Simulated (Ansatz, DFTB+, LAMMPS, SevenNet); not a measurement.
**3C-SiC, LA phonon frequency at X**

Reference value: 640 cm⁻¹ (measured, temperature not stated, no zero-point or thermal correction; as tabulated in Wang et al. (1996), arXiv:mtrl-th/9510002).

```
level (code)                              value (cm⁻¹)  cell (Å³/atom)
----------------------------------------  ------------  --------------
MEAM SiC.meam (LAMMPS)                             746           10.36
Tersoff SiC_Erhart-Albe.tersoff (LAMMPS)           587           10.36
Vashishta SiC.vashishta (LAMMPS)                   570           10.35
DFTB cp2k-nonscc (DFTB+)                           524           10.53
SevenNet-l3i5                                      541           10.50
LDA (Ansatz)                                       ___           10.14
PBE (Ansatz)                                       ___           10.50
r²SCAN (Ansatz)                                    ___           10.33
HSE06 (Ansatz)                                     648           10.28
PBE0 (Ansatz)                                      649           10.27
```

**Question.** Some entries are withheld; supply them.

**Answer.** 
- LDA (Ansatz, a first-principles code), value (cm⁻¹): 635
- PBE (Ansatz), value (cm⁻¹): 622
- r²SCAN (Ansatz), value (cm⁻¹): 644

Differences against the reference: MEAM SiC.meam +16.6 %, Tersoff SiC_Erhart-Albe.tersoff -8.3 %, Vashishta SiC.vashishta -10.9 %, DFTB cp2k-nonscc -18.1 %, SevenNet-l3i5 -15.5 %, LDA -0.8 %, PBE -2.8 %, r²SCAN +0.6 %, HSE06 +1.2 %, PBE0 +1.4 %.

Once the reference is moved by up to 3.0 % (a margin picked here for doubts on the reference and the settings, and for temperature and zero-point motion) and values within 1.0 % count as equal, the nearest can be r²SCAN (+0.6 %), LDA (-0.8 %), HSE06 (+1.2 %), PBE0 (+1.4 %) or PBE (-2.8 %). By the same margin the farthest can be DFTB cp2k-nonscc (-18.1 %) or MEAM SiC.meam (+16.6 %).

The reference isn't brought to a static lattice, while the calculations are for one, so the differences are not the levels' errors alone.  DFTB cp2k-nonscc: this tight-binding set is not self-consistent in the charges. Each level is taken at its own relaxed cell. Cutoffs and k meshes differ between the levels. Ansatz's density-functional and Hartree–Fock values are scalar-relativistic unless marked +SOC, with PAW data made under PBE.

Empirical potentials (MEAM SiC.meam, Tersoff SiC_Erhart-Albe.tersoff, Vashishta SiC.vashishta) are fitted to chosen data: where that held the value shown, agreement is built in, and what lay outside the fit can be far off. Machine-learned potentials (SevenNet-l3i5) are trained on DFT data: a solid inside that data is no test of them.

Differences are worked out from the printed values.
